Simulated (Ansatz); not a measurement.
**hcp Cd**

Calculation: PBEsol (PAW; Ansatz, a quantum-chemistry and plane-wave program).

Run with plane-wave cutoff 500 eV, 18×10×1 k mesh (along the axes of the cell as run), Fermi–Dirac smearing 0.1 eV, scalar-relativistic PAW data made under PBE.

Cell: relaxed at this level.

surface energy of the (10-10) face: 0.49 J/m²
work function of the (10-10) face: 4.10 eV

The slab of 10 atoms is relaxed and unreconstructed.

Computed values are for the static lattice.

Cost on a shared machine: roughly 29 core-minutes.
